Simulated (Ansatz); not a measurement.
A nudged elastic band was laid between two geometries of C₂H₄FNO (9 atoms, charge 0, multiplicity 1).

Method: Ansatz 0.2.0, RKS PBE0-D4/6-31G*.

```
movable images  : 5
climbing image  : yes
spring          : 5.0 eV/Å²
optimiser       : quadratic models (default)
start path      : through a guess of the saddle point
force threshold : 0.05 eV/Å
iteration limit : 60
end points      : relaxed
```

Initial state:

```xyz
9
Properties=species:S:1:pos:R:3
N -0.273 1.244 0.641
C 0.430 0.232 -0.036
F 1.745 0.303 0.285
C -0.056 -1.069 -0.505
O 0.144 0.083 -1.370
H -0.210 1.134 1.647
H -1.243 1.265 0.353
H -1.098 -1.356 -0.364
H 0.649 -1.882 -0.668
```

Final state:

```xyz
9
Properties=species:S:1:pos:R:3
N -0.613 1.004 0.646
C 0.313 0.148 0.029
F 1.576 0.204 0.562
C -0.069 -1.091 -0.628
O 0.302 0.111 -1.345
H -0.358 1.972 0.463
H -0.602 0.863 1.652
H -1.120 -1.360 -0.703
H 0.659 -1.897 -0.694
```

What changes between the two ends?

No bond is made or broken. The dihedral H7–N1–C2–F3 goes from 175 to -52°.

Give the energies along the band, and the barrier.

The run converged. The highest image is number 3 of 0 to 6, 0.074 eV above the first end and 0.151 eV above the last; the last end lies 0.077 eV below the first. A vibrational analysis at the climbing image gives one clearly imaginary mode, 267i cm⁻¹: a first-order saddle point.

```tsv
image	path coordinate (Å)	energy (eV)	dihedral H7–N1–C2–F3 (°)
0	0.00	0.000	175
1	0.37	0.016	-167
2	0.73	0.054	-149
3	1.10	0.074	-131
4	1.60	0.032	-104
5	2.11	-0.045	-77
6	2.61	-0.077	-52
```

What is the geometry of the highest image?


```xyz
9
Properties=species:S:1:pos:R:3
N -0.424 1.195 0.579
C 0.381 0.211 -0.033
F 1.642 0.256 0.474
C -0.078 -1.048 -0.605
O 0.347 0.079 -1.407
H 0.073 1.624 1.349
H -1.303 0.821 0.910
H -1.143 -1.276 -0.663
H 0.593 -1.906 -0.621
```

What are the harmonic wavenumbers there?

267i, 355, 454, 488, 561, 724, 785, 917, 967, 1030, 1123, 1159, 1188, 1357, 1474, 1590, 1686, 3129, 3223, 3587, 3685 cm⁻¹.

Run time: 120 s on 1 thread of Arm Neoverse V2 (shared host), peak memory 0.16 GiB.
